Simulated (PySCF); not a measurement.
Input of a run (B3LYP/6-31+G* geometry optimisation, gas phase (PySCF 2.14.0)), started from GFN2-xTB:
```
{"job": {"xc": "B3LYP", "basis": "6-31+G*", "grid": 1, "kind": "geom"}, "charge": 0, "multiplicity": 1}
O      1.393302    -0.316295     0.975180
C      0.756804    -0.056765    -0.004770
C     -0.755939     0.057514    -0.003287
O     -1.394365     0.319336    -0.981331
H      1.215026     0.121649    -0.993541
H     -1.211706    -0.123449     0.986175
```

Output (energies in Eh, forces in Eh/bohr):
```
step   0  E = -227.82808640  max force = 0.026025
step   1  E = -227.82913463  max force = 0.004200
step   2  E = -227.82892077  max force = 0.006170
step   3  E = -227.82912312  max force = 0.002200
step   4  E = -227.82915894  max force = 0.000638
step   5  E = -227.82916200  max force = 0.000207
optimisation converged
```

Question: Summarise the run.

Answer: The energy falls by 0.029 eV over 6 energy and gradient evaluations, the largest force component goes from 0.0260 to 2.1e-04 Eh/bohr, and the atoms move by 0.016 Å rms after alignment. Among the bonds, O1=C2 and C3=O4 change most and about equally (+0.014 Å). Bonds longer at the end by more than 0.005 Å: 3 of 5; shorter: 0. The energy rose by more than 1e-6 Eh at step 2. The first step brought 97 % of the lowering.

Question: What are the final bond lengths?

Answer: O1=C2 1.211 Å, C2–C3 1.526 Å, C3=O4 1.211 Å, C2–H5 1.108 Å, C3–H6 1.108 Å. Numbering counts from 1 in the input's order; the species is `O=CC=O` (glyoxal).

The run used 76 basis functions and 38 SCF cycles in all. On one thread, Arm Neoverse V1 (aarch64), shared host, this took 6.8 s wall and 0.38 GiB of memory at its peak.

B3LYP/6-31+G* frequencies: not computed here. The numbers are those of one conformer.

Conformer computed: `[O:1]=[CH:2][CH:3]=[O:4]`: O1–C2–C3–O4 180°.
